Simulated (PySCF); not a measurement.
Compound: methyl ethyl disulfide, C₃H₈S₂.
SMILES: `CCSSC`

Vertical excitations from PySCF (density fitting, frozen core in the response, grid level 2 and gas phase unless stated; continuum runs use non-equilibrium linear response for the excitations) on a GFN2-xTB geometry. Reference run:

```
                              settings    S1, eV (f)    S2, eV (f)    S3, eV (f)    S4, eV (f)    S5, eV (f)    S6, eV (f)  T1, eV (Tamm–Dancoff)  mean α (au)
PBE0/def2-SVPD, full TDDFT, 6 singlets  4.99 (0.003)  4.99 (0.012)  6.13 (0.001)  6.28 (0.007)  6.31 (0.044)  6.43 (0.014)                   4.28         81.0
```

What do these settings give: (1) PBE0/aug-pcSseg-1, grid level 3, full TDDFT, 12 singlets; (2) BP86/def2-SVPD, full TDDFT, 25 singlets?

| settings | S1, eV (f) | S2, eV (f) | S3, eV (f) | S4, eV (f) | S5, eV (f) | S6, eV (f) | T1, eV (Tamm–Dancoff) | mean α (au) |
| --- | --- | --- | --- | --- | --- | --- | --- | --- |
| PBE0/aug-pcSseg-1, grid level 3, full TDDFT, 12 singlets | 5.00 (0.004) | 5.00 (0.011) | 5.71 (0.002) | 5.77 (0.041) | 6.07 (0.021) | 6.12 (0.010) | 4.30 | 81.9 |
| BP86/def2-SVPD, full TDDFT, 25 singlets | 4.70 (0.003) | 4.71 (0.011) | 5.73 (0.011) | 5.76 (0.036) | 5.93 (0.010) | 5.95 (0.042) | 4.07 | 84.2 |

(1) S1 moves by +0.01 eV. (2) S1 moves by -0.29 eV (BP86 has no exact exchange, PBE0 25 % exact exchange). States are counted by energy in each run and needn't keep their character from row to row.

Which orbital pairs make up S1 in each run, and how does it sit against the orbital gap?

```
                                                settings  S1 configurations (weight)  S1 (eV)  orbital gap (eV)  S1 − gap (eV)
                  PBE0/def2-SVPD, full TDDFT, 6 singlets                  H−1→L 0.91     4.99              6.49          -1.50
PBE0/aug-pcSseg-1, grid level 3, full TDDFT, 12 singlets        H−1→L 0.81, H→L 0.13     5.00              6.48          -1.48
                 BP86/def2-SVPD, full TDDFT, 25 singlets                  H−1→L 0.96     4.70              4.41          +0.29
```

Where S1 or the frontier orbitals are degenerate, the weights hang on an arbitrary mixing within the set.

Conformer computed: `[CH3:1][CH2:2][S:3][S:4][CH3:5]`: C1–C2–S3–S4 -66°, C2–S3–S4–C5 -90°.

One conformer stands for the species.
